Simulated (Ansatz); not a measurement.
# SiN₂+ (doublet): the correlation ladder, def2-TZVPP

The task here is to estimate one member of a computed series from the others.

Computed with Ansatz 0.2.0, Gaussian basis. Level: def2-TZVPP, core rule «outside noble gas», up to 7 orbitals frozen.

Plan: UHF; ROHF; CCSD(T) on UHF.

2 further runs of the same task are left out: 2 set aside as unsound or not needed.

**The system**

The geometry is a PBE0/def2-TZVP stationary point (not a proven minimum) of the parent state, kept for this charge and spin.

3 atoms, charge 1, spin multiplicity 2.

Atoms are counted from 1 here; the program's logs count them from 0.

Bond lengths: N1–N2 1.137 Å, N2–Si3 1.741 Å. Angles: N1–N2–Si3 180.0°.

Set-up of the first run:

The input, in.yaml:

```yaml
crystal:
  periodic: [false, false, false]
  atoms:
    - {symbol: N, position_ang: [0.000000, 0.000000, -1.338000]}
    - {symbol: N, position_ang: [0.000000, 0.000000, -0.201300]}
    - {symbol: Si, position_ang: [0.000000, 0.000000, 1.539300]}
basis:
  gaussian: {orbitals: def2-TZVPP}
total_charge: 1
magnetization: {spin_polarized: true, initial_magnetization: 1}
hamiltonian: {xc: hf}
output: {orbitals: {seedname: orbitals}}
```

On the command line:

```
ansatz run in.yaml --threads 1 --pin off --events-out ev --progress --plain --max-ram 3968MiB --backend cpu
```

Steps of the session up to this table: UHF; ROHF; CCSD(T) on UHF.

One of the session's tables, all rows but one given; the rest of the session is left out.

It belongs to the step «Misses and costs». 

| method | from UCCSD(T) (meV) |
| --- | --- |
| ROHF | ? |
| UHF | +12733.3 |
| UMP2 | +1485.1 |
| UCCSD | +639.5 |
| UCCSD(T) | 0 |

Q: Estimate the row for ROHF from the others.

**Answer.** from UCCSD(T) (meV): +13115.5. In the column «from UCCSD(T) (meV)» it is the highest.
